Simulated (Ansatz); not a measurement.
BFH2O (`OBF`). Total charge 0; spin multiplicity 1.

```xyz
5

O     0.279    0.824    0.501
B    -0.344   -0.206   -0.097
F     0.359   -1.123   -0.759
H     1.236    0.809    0.392
H    -1.530   -0.304   -0.036
```

(1) List the harmonic frequencies (cm⁻¹, unscaled) at PBE0-D4/def2-TZVP in Ansatz. (Best estimate.)

(2) Is this a minimum?

(3) Give the ideal-gas thermochemistry at 298.15 K and 1 bar (rigid rotor, harmonic oscillator; point group Cs, symmetry number 1).

(4) And at 400, 500, 600, 800 and 1000 K?

## Answers

(1) Ansatz gave: 497, 638, 921, 986, 1087, 1217, 1442, 2684, 3854.

(2) Yes, all 9 modes are real.

(3) Zero-point energy 79.7 kJ/mol; H(298) − E = 91.0 kJ/mol; entropy 252.9 J/(mol·K), of which translation 157.1, rotation 89.9, vibration 5.9; G(298) − E = 15.6 kJ/mol.

(4) 
```csv
T (K),H − E (kJ/mol),S (J/mol/K),G − E (kJ/mol)
400,96.4,268.5,-11.0
500,102.6,282.2,-38.5
600,109.4,294.7,-67.4
800,124.7,316.6,-128.6
1000,141.3,335.2,-193.8
```
